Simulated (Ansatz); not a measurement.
Cost and result for the atomization energy of C4H5N, SMILES `CC1=NC=C1` (10 atoms, 10 bonds).

```xyz
10

C    -1.285   -0.322    0.866
C    -0.141   -0.199   -0.046
N     0.214   -0.958   -1.014
C     1.374    0.017   -1.209
C     1.021    0.813   -0.210
H    -0.935   -0.386    1.902
H    -1.869   -1.209    0.619
H    -1.917    0.569    0.801
H     2.154   -0.047   -1.957
H     1.384    1.722    0.248
```

Charge 0, multiplicity 1. The geometry is a stationary point of PBE0-D4/def2-TZVP. Program: Ansatz. All runs use 2 threads of an Arm Neoverse V1 on a shared host. Times are those of one run each, without the atoms' runs, and a repeat can differ threefold. Electronic energies, without spin–orbit coupling; frozen cores. CCSD(T)/CBS adds CCSD(T) − MP2 in def2-TZVPP to the MP2 limit, and its time is that of the two runs behind it. T1 = 0.019; the RHF reference is unstable towards UHF. HSE06 is the plane-wave form, built on full-range PBE exchange.

CCSD(T)/CBS is a level of theory with its own doubt, some kJ/mol a heavy atom from the limit and from the frozen cores, so smaller differences don't rank the functionals.

```csv
level,functions,wall time
LDA (SPW92)/def2-TZVPP,225,1.6 s
revPBE-D4/def2-TZVPP,225,2.5 s
BHLYP-D4/def2-TZVPP,225,3.5 s
HSE06-D4/def2-TZVPP,225,3.6 s
CAM-B3LYP-D4/def2-TZVPP,225,3.9 s
r2SCANh-D4/def2-TZVPP,225,5.5 s
r2SCAN-D4/def2-TZVPP (with forces),225,6 s
PBE-QIDH/def2-TZVPP,225,6.5 s
CCSD(T)/def2-SVP,95,6.5 s
ωB97M-V/def2-TZVPP (with forces),225,14 s
MP2/def2-QZVPP,435,35 s
CCSD(T)/def2-TZVPP,225,2.3 min
CCSD(T)/CBS(def2),–,2.9 min
```

(1) What atomization energy does each give, and how far from CCSD(T)/CBS? (Estimate.)

## Answers

(1) Ansatz gave: 
```tsv
level	atomization (kcal/mol)	difference from CCSD(T)/CBS	per bond
LDA (SPW92)/def2-TZVPP	1166.3	169.3	16.9
revPBE-D4/def2-TZVPP	1011.1	14.1	1.4
BHLYP-D4/def2-TZVPP	959.4	-37.6	-3.8
HSE06-D4/def2-TZVPP	1013.2	16.2	1.6
CAM-B3LYP-D4/def2-TZVPP	1002.4	5.4	0.5
r2SCANh-D4/def2-TZVPP	991.1	-5.9	-0.6
r2SCAN-D4/def2-TZVPP (with forces)	999.2	2.2	0.2
PBE-QIDH/def2-TZVPP	996.5	-0.5	0.0
CCSD(T)/def2-SVP	952.8	-44.2	-4.4
ωB97M-V/def2-TZVPP (with forces)	1002.8	5.8	0.6
MP2/def2-QZVPP	1007.5	10.5	1.0
CCSD(T)/def2-TZVPP	969.8	-27.2	-2.7
CCSD(T)/CBS(def2)	997.0	0.0	0.0
```

Leaving LDA and LC-ωPBE aside and taking each functional with its dispersion term where it has one, the values, not all of them listed here, spread over 80.8 kcal/mol, from BHLYP-D4 to PBE-D4. LDA lies +130.2 kcal/mol from PBE without D4, its usual overbinding. From BLYP to BHLYP (50 % exact exchange), in def2-TZVPP and without D4, the atomization energy moves by −41.5 kcal/mol: exact exchange takes away binding that semilocal exchange gives to molecules. In def2-TZVPP, CCSD(T) changes the Hartree–Fock value by +277.7 kcal/mol (the triples alone add +21.3 kcal/mol) and MP2 by +299.3 kcal/mol; breaking electron pairs costs correlation energy, which Hartree–Fock lacks.
